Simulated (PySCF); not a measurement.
Gas-phase reaction: Si + 2 F + Cl2 ⇌ SiCl2F2

Method: PySCF energies plus ideal-gas RRHO corrections (1 bar). † marks an energy on the PBE0/def2-TZVP geometry and frequencies; other levels use their own. Open shells (unrestricted): Si (multiplicity 3), F (multiplicity 2); the rest are closed-shell singlets. Spin-orbit splitting is ignored; it lowers the true energy and changes the entropy of Si, F.

```json
[
 {"level": "BLYP/def2-TZVP†", "ΔH°(298 K), kJ": "?"},
 {"level": "M06-2X/def2-TZVP†", "ΔH°(298 K), kJ": "-1747"},
 {"level": "PBE/def2-TZVP†", "ΔH°(298 K), kJ": "-1717"},
 {"level": "PBE0/def2-TZVP", "ΔH°(298 K), kJ": "-1698"},
 {"level": "r2SCAN/def2-TZVP†", "ΔH°(298 K), kJ": "?"},
 {"level": "LDA/def2-TZVP†", "ΔH°(298 K), kJ": "?"}
]
```

Task: Complete the blanks.

Result: 
- BLYP/def2-TZVP†, ΔH°(298 K), kJ: -1668
- r2SCAN/def2-TZVP†, ΔH°(298 K), kJ: -1746
- LDA/def2-TZVP†, ΔH°(298 K), kJ: -1937
